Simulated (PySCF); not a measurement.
Species: C5H3Cl.
Atom-mapped SMILES: `[CH:1]#[C:2][C:3]#[C:4][CH2:5][Cl:6]` (hydrogens: H7 on C1; H8, H9 on C5)

Method: PBE0-D3(BJ)/def2-SVP geometry optimisation, gas phase (PySCF); density fitting, grid level 1; the optimiser is geomeTRIC in internal coordinates, started from a GFN2-xTB structure with every atom displaced at random (about 0.01 Å).

Step 0: E = -17734.3902 eV
```
atom  x, y, z in Å  |  force x, y, z in eV/Å
C1     -0.1635    3.0655    1.3442   -0.282   2.513   1.398
C2     -0.0839    2.0407    0.7469    0.092  -2.098  -1.190
C3      0.0168    0.8668    0.0695    0.261   0.581   0.317
C4      0.2179   -0.1599   -0.5299   -0.259  -1.112  -0.588
C5      0.2771   -1.4152   -1.2429   -0.691   0.156   1.042
Cl6    -1.3763   -2.0916   -1.5170    0.270   0.012  -0.012
H7     -0.2656    3.9950    1.8584    0.019   0.236   0.169
H8      0.8478   -2.1442   -0.6608    0.086  -0.255  -0.020
H9      0.7334   -1.2671   -2.1958    0.503  -0.032  -1.117
```

Step 1: E = -17734.4830 eV
```
atom  x, y, z in Å  |  force x, y, z in eV/Å
C1     -0.1266    3.1131    1.3693   -0.138  -0.104  -0.082
C2     -0.1152    2.0663    0.7475    0.234   0.154   0.100
C3     -0.0141    0.8878    0.0590   -0.220   0.145   0.074
C4      0.0586   -0.1630   -0.5473    0.118  -0.041   0.007
C5      0.2428   -1.4114   -1.2348    0.314  -0.358  -0.351
Cl6    -1.2872   -2.2653   -1.6037   -0.144   0.000  -0.001
H7     -0.1697    4.0373    1.9131    0.009   0.046   0.030
H8      0.8489   -2.1077   -0.6287   -0.046   0.128  -0.039
H9      0.7661   -1.2671   -2.2019   -0.127   0.031   0.262
```

Q: Estimate the geometry and energy of step 2. (The exact step hangs on the optimiser's Hessian estimate; all steps are aligned on step 1, rigid shifts and turns removed.)

A: E = -17734.4921 eV, largest force 0.173 eV/Å
```
atom  x, y, z in Å  |  force x, y, z in eV/Å
C1     -0.1351    3.1159    1.3669   -0.113  -0.003  -0.018
C2     -0.0973    2.0663    0.7524    0.172   0.011   0.017
C3      0.0048    0.8834    0.0678   -0.152  -0.031  -0.031
C4      0.0808   -0.1698   -0.5398    0.099   0.056   0.070
C5      0.2474   -1.4211   -1.2392    0.022  -0.057  -0.086
Cl6    -1.3097   -2.2409   -1.5965    0.005   0.017   0.014
H7     -0.1985    4.0436    1.9057    0.018  -0.006  -0.001
H8      0.8520   -2.1209   -0.6429   -0.019   0.004   0.009
H9      0.7593   -1.2665   -2.2019   -0.032   0.009   0.026
```

The energy changes by -0.0091 eV. The first-order estimate −F·Δx gives -0.0137 eV and the mean of the old and new forces, exact on a quadratic surface, -0.0090 eV. The step makes an angle of 75° with the force vector and moves no atom by more than 0.034 Å.

What follows is the cost of the whole optimisation. Hardware: Arm Neoverse V1, one thread, shared host. Cost: 20 s of wall time, 0.42 GiB resident at most.
